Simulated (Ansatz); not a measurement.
`CC(F)CCl` → `CC(F)Cl` + `[CH2]` (triplet)  (formal loss of a carbene)

Gas-phase electronic energies from Ansatz, PBE0-D4/def2-TZVP geometries. CCSD(T)/CBS is the MP2 limit (def2-TZVPP, def2-QZVPP) plus CCSD(T) − MP2 in def2-TZVPP, frozen cores. This one scheme is used for every species. DFT in def2-TZVPP. B3LYP here is the variant with VWN-RPA as its local correlation; programs differ in this. Triplets are unrestricted, without spin–orbit coupling. One conformer a species, not always the lowest.

**Question.** Is it downhill or uphill in electronic energy at CCSD(T)/CBS, and by how much? (An estimate is asked.)

**Answer.** Ansatz gave: Uphill: ΔE = +437.7 kJ/mol.

**Question.** What do these levels give: B3LYP-D4, PBE, r2SCAN, PBE0, B3LYP, HF/def2-TZVPP, MP2/def2-TZVPP, SCS-MP2/def2-TZVPP, HF/def2-QZVPP, SCS-MP2/def2-QZVPP, HF/CBS(def2), MP2/CBS(def2)? (An estimate is asked.)

**Answer.** The calculation gave: B3LYP-D4 426.7, PBE 430.2, r2SCAN 407.4, PBE0 425.3, B3LYP 416.2, HF/def2-TZVPP 292.4, MP2/def2-TZVPP 437.5, SCS-MP2/def2-TZVPP 439.2, HF/def2-QZVPP 292.2, SCS-MP2/def2-QZVPP 447.2, HF/CBS(def2) 292.2, MP2/CBS(def2) 449.3 kJ/mol.

Largest T1 diagnostic among the species: 0.011.

From PBE to PBE0 (25 % exact exchange), in def2-TZVPP and without D4, ΔE moves by −4.9 kJ/mol. The D4 term adds +10.5 kJ/mol with B3LYP and +5.7 kJ/mol with PBE0; it sums over pairs of atoms, weighted by their polarisabilities, and B3LYP, whose exchange is more repulsive, gets the larger term. In def2-TZVPP, CCSD(T) changes the Hartree–Fock value by +133.5 kJ/mol (the triples alone add +10.2 kJ/mol) and MP2 by +145.1 kJ/mol.
